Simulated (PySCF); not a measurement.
Working with the constants of LiB⁺

UHF-CCSD(T) constants of LiB⁺, ²Σ⁺ (doublet), unpaired electrons σ ↑ (PySCF, no relativity, basis sets Li cc-pVDZ, B cc-pVDZ; masses 7.0160 and 11.0093 u):

| Property | Result |
| --- | --- |
| ωe | 315.3 cm⁻¹ |
| ωexe | 4.05 cm⁻¹ |
| Be | 0.61161 cm⁻¹ |
| αe | 0.0123 cm⁻¹ |
| D (centrifugal) | 9.21e-06 cm⁻¹ |
| De to Li⁺ + B | 0.77 eV |

(1) Give the vibrational terms G(v) and spacings up to v = 6.

(2) How well does the Morse estimate ωe²/(4ωexe) reproduce De, and what is D0?

Correlated steps freeze 1 core orbital. Correlated levels converge slowly with the basis: in double zeta they bind strong bonds too weakly, by up to about 1 eV, and carry superposition errors of some tenths. For an ion De counts to the pair picked by the measured ionisation energies or electron affinities, which need not be the lowest pair at this level. The state is the lowest determinant that a PBE0 search found; another state may lie lower at other levels.

Answers

(1) G(v) = ωe(v+½) − ωexe(v+½)².

| v | G(v) (cm⁻¹) | G(v) − G(v−1) | Bv (cm⁻¹) |
| --- | --- | --- | --- |
| 0 | 156.6 |  | 0.6055 |
| 1 | 463.8 | 307.2 | 0.5932 |
| 2 | 762.9 | 299.1 | 0.5809 |
| 3 | 1053.9 | 291.0 | 0.5686 |
| 4 | 1336.8 | 282.9 | 0.5563 |
| 5 | 1611.6 | 274.8 | 0.5440 |
| 6 | 1878.3 | 266.7 | 0.5317 |

(2) It gives 0.76 eV, 99 % of the computed De. D0 = De − G(0) = 0.77 − 0.02 = 0.75 eV.
